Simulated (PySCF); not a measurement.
C4H4S, charge -1, doublet, at a GFN2-xTB geometry of the parent state (a state made from the parent by changing its charge; the spin is typed, not shown lowest) (in this run its highest filled SCF level lies above zero, so its values depend strongly on the basis, on diffuse functions most of all); PBE0/STO-3G (PySCF).

PySCF was given this input:
```python
from pyscf import gto, scf, dft

mol = gto.Mole()
mol.atom = '''
    C     0.350925   -1.447307    0.170024
    C    -0.956479   -1.133105    0.219030
    C    -1.198458    0.284676    0.045372
    S     0.282462    1.203636   -0.181475
    C     1.196972   -0.291006   -0.044417
    H     0.774670   -2.429034    0.272395
    H    -1.771151   -1.817209    0.367821
    H    -2.144377    0.783945    0.044280
    H     2.263712   -0.275429   -0.120950
'''
mol.basis = 'sto-3g'
mol.charge = -1
mol.spin = 1
mol.verbose = 4
mol.build()

mf = dft.UKS(mol)
mf.xc = 'pbe0'
mf.kernel()
```

It wrote (shortened):

```
PySCF version 2.14.0

[INPUT] verbose = 4
[INPUT] num. atoms = 9
[INPUT] num. electrons = 45
[INPUT] charge = -1
[INPUT] spin (= nelec alpha-beta = 2S) = 1
[INPUT] symmetry False subgroup None
[INPUT] Mole.unit = angstrom
[INPUT] Symbol           X                Y                Z      unit          X                Y                Z       unit  Magmom
[INPUT]  1 C      0.350925000000  -1.447307000000   0.170024000000 AA    0.663152140263  -2.735013848166   0.321298794603 Bohr   0.0
[INPUT]  2 C     -0.956479000000  -1.133105000000   0.219030000000 AA   -1.807483353898  -2.141258120375   0.413906713063 Bohr   0.0
[INPUT]  3 C     -1.198458000000   0.284676000000   0.045372000000 AA   -2.264757391794   0.537959674237   0.085740653724 Bohr   0.0
[INPUT]  4 S      0.282462000000   1.203636000000  -0.181475000000 AA    0.533775820597   2.274542393667  -0.342938048455 Bohr   0.0
[INPUT]  5 C      1.196972000000  -0.291006000000  -0.044417000000 AA    2.261949258773  -0.549921640605  -0.083935965275 Bohr   0.0
[INPUT]  6 H      0.774670000000  -2.429034000000   0.272395000000 AA    1.463914136917  -4.590209007257   0.514751947701 Bohr   0.0
[INPUT]  7 H     -1.771151000000  -1.817209000000   0.367821000000 AA   -3.346990315250  -3.434027321095   0.695080952864 Bohr   0.0
[INPUT]  8 H     -2.144377000000   0.783945000000   0.044280000000 AA   -4.052285237816   1.481441346722   0.083677072796 Bohr   0.0
[INPUT]  9 H      2.263712000000  -0.275429000000  -0.120950000000 AA    4.277795704891  -0.520485376763  -0.228562374766 Bohr   0.0

nuclear repulsion = 198.807641401413
number of shells = 21
number of NR pGTOs = 99
number of NR cGTOs = 33
basis = sto-3g
ecp = {}

******** <class 'pyscf.dft.uks.UKS'> ********
method = UKS
initial guess = minao
damping factor = 0
level_shift factor = 0
DIIS = <class 'pyscf.scf.diis.CDIIS'>
diis_start_cycle = 1
diis_space = 8
diis_damp = 0
SCF conv_tol = 1e-09
SCF conv_tol_grad = None
SCF max_cycles = 50
direct_scf = True
direct_scf_tol = 1e-13
number electrons alpha = 23  beta = 22
XC library pyscf.dft.libxc version 7.1.2
    S. Lehtola, C. Steigemann, M. J. T. Oliveira, and M. A. L. Marques,  SoftwareX 7, 1–5 (2018)
XC functionals = pbe0
    C. Adamo and V. Barone,  J. Chem. Phys. 110, 6158 (1999)
    M. Ernzerhof and G. E. Scuseria,  J. Chem. Phys. 110, 5029 (1999)
radial grids:
    Treutler-Ahlrichs [JCP 102, 346 (1995); DOI:10.1063/1.469408] (M4) radial grids

becke partition: Becke, JCP 88, 2547 (1988); DOI:10.1063/1.454033
pruning grids: <function nwchem_prune>
grids dens level: 3
symmetrized grids: False
atomic radii adjust function: <function treutler_atomic_radii_adjust>
small_rho_cutoff = 0
Set gradient conv threshold to 3.16228e-05
tot grids = 114584
init E= -546.975389951945

cycle= 1 E= -546.177766664605  delta_E= 0.798  |g|= 0.238  |ddm|= 3.17
cycle= 2 E= -546.205346824042  delta_E= -0.0276  |g|= 0.148  |ddm|= 0.594
cycle= 3 E= -546.219903880862  delta_E= -0.0146  |g|= 0.0369  |ddm|= 0.26
cycle= 4 E= -546.220942663192  delta_E= -0.00104  |g|= 0.0109  |ddm|= 0.0658
cycle= 5 E= -546.221072132862  delta_E= -0.000129  |g|= 0.00509  |ddm|= 0.0266
cycle= 6 E= -546.221118892615  delta_E= -4.68e-05  |g|= 0.00174  |ddm|= 0.0173
cycle= 7 E= -546.221125347668  delta_E= -6.46e-06  |g|= 0.000133  |ddm|= 0.00867
cycle= 8 E= -546.221125372233  delta_E= -2.46e-08  |g|= 3.06e-05  |ddm|= 0.000397
cycle= 9 E= -546.22112537432  delta_E= -2.09e-09  |g|= 5.6e-06  |ddm|= 0.000136
cycle= 10 E= -546.221125374336  delta_E= -1.59e-11  |g|= 4.42e-06  |ddm|= 1.59e-05
Extra cycle  E= -546.221125374308  delta_E= 2.75e-11  |g|= 7.45e-06  |ddm|= 2.03e-05
converged SCF energy = -546.221125374308  <S^2> = 0.77481836  2S+1 = 2.0246663
```
